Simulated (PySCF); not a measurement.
**Functional benchmark on one molecule**

Molecule: SMILES c1n[nH]cp1, C$_{2}$H$_{3}$N$_{2}$P.

Geometry:
```tsv
atom	x (Å)	y (Å)	z (Å)
C1	1.318	-0.160	-0.149
N2	0.684	0.992	-0.072
N3	-0.616	0.750	0.014
C4	-1.025	-0.532	0.009
P5	0.314	-1.620	-0.116
H6	2.408	-0.133	-0.226
H7	-1.232	1.553	0.080
H8	-2.093	-0.742	0.080
```

Geometry PBE0-D3(BJ)/def2-SVP throughout; GIAO in PySCF, gas phase, one conformer, non-relativistic; equivalent atoms averaged; basis pcSseg-2.

Reference values (measured; solution; Yu. Yu. Rusakov, I. L. Rusakova, Phys. Chem. Chem. Phys. 2023, supporting information (pecS-n basis sets for 31P)): δ(P5) = 82.8 ppm vs 85 % H3PO4. Computed shifts are taken against H3PO4, calculated as an isolated molecule at each level.

Question: How do the functionals WP04, B97-2, BHandHLYP, CAM-B3LYP, wB97X-D, LC-wPBE perform against the reference? Times are CPU seconds on 1 thread of an Arm Neoverse V1, shared host.

Answer: 
```csv
functional,kind,P5,abs. error P,core-s
WP04,global hybrid,125.2,42.4,15
B97-2,global hybrid,87.1,4.3,15
BHandHLYP,global hybrid,102.0,19.2,16
CAM-B3LYP,range-separated hybrid,106.9,24.1,22
wB97X-D,range-separated hybrid,96.3,13.5,21
LC-wPBE,range-separated hybrid,109.0,26.2,31
```

For $^{31}$P the closest is B97-2 (4.3 ppm) and the furthest WP04 (42.4 ppm). One molecule is a small sample, and vibrational and solvent effects are absent from the calculation.
